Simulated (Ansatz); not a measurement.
Isomers and spin states of SiGe2

Ansatz 0.2.0, basis cc-pVDZ; geometries are PBE0/def2-TZVP minima. Wave-function levels freeze the cores with the filled d shells of p-block atoms; HF, MP2 and coupled cluster are restricted for singlets and unrestricted otherwise, Kohn–Sham unrestricted where that lies lower. The reference is CCSDTQ (coupled cluster only where its series has nearly closed). Semilocal and hybrid functionals correlate all electrons outside any core potential and usually lie nearer their basis limit than the reference, so part of their error here is the reference's basis and frozen-core error; RPA and the MP2 part of double hybrids freeze the same cores as the reference. None of these values is a measured one. Energies are electronic, without zero-point terms. No spin–orbit coupling and no scalar relativity. The set is small: such energies can lie up to about 0.3 eV from the limit, spin gaps mostly less, so near ties and functionals' places can change in larger sets. The species are chosen: bound, without strong static correlation by their natural occupations or amplitudes, and with a ladder that closes on the reference, so errors are smaller than for species at large; levels whose determinant breaks symmetry or spin markedly are left out.

A. singlet; Ge–Ge 2.296, Si–Ge 2.230, angle at Ge 79°. Coordinates (Å): Ge 0.000 -0.171 1.304; Ge 0.000 0.731 -0.807; Si 0.000 -1.447 -1.288
B. singlet; Si–Ge 2.236, angle at Si 83°. Coordinates (Å): Ge 0.000 -0.272 1.476; Si 0.000 1.408 0.000; Ge 0.000 -0.272 -1.476

Q: From bonding and spin, estimate the order of these in energy at CCSDTQ, each at its own geometry.

A: At CCSDTQ, above the lowest of those listed: B (0.0 kJ/mol), A (24.5 kJ/mol).

```json
{"level": "CCSDTQ", "A less B (kJ/mol)": "24.5"}
{"level": "HF", "A less B (kJ/mol)": "25.2"}
{"level": "MP2", "A less B (kJ/mol)": "27.8"}
{"level": "CCSD", "A less B (kJ/mol)": "24.8"}
{"level": "CCSD(T)", "A less B (kJ/mol)": "24.8"}
{"level": "CCSDT", "A less B (kJ/mol)": "24.5"}
{"level": "PBE", "A less B (kJ/mol)": "28.6"}
{"level": "B3LYP", "A less B (kJ/mol)": "27.3"}
{"level": "wB97M-V", "A less B (kJ/mol)": "20.4"}
{"level": "RPA-PBE", "A less B (kJ/mol)": "23.1"}
```

Every level shown puts the same form lowest.

The geometries are PBE0's, not this basis's own minima.
